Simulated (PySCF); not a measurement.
Isomers of C3H4. Isolated molecules, 0 K electronic values unless said otherwise. Strings in code marks are SMILES.

Calculation: PBE-D3(BJ)/def2-TZVP // B3LYP-D3(BJ)/def2-TZVP (PySCF). All candidates: neutral, multiplicity 1. Delta-SCF ions had no search for a lower state. Excitations are Tamm–Dancoff values on a coarser integration grid. The basis has no diffuse functions, so Rydberg states are missing or too high.

The HOMO comes out as -6.49 eV, the vertical ionisation energy (Delta-SCF) comes out as 10.24 eV and the S1 excitation (TDA) is 6.77 eV.

**Question.** Which member has these values?
(A) `C1=CC1`
(B) `C=C=C`
(C) `C#CC`

**Answer.** C, `C#CC`. The others give `C1=CC1`: -6.11 eV, 9.73 eV, 6.34 eV; `C=C=C`: -6.55 eV, 10.02 eV, 5.85 eV
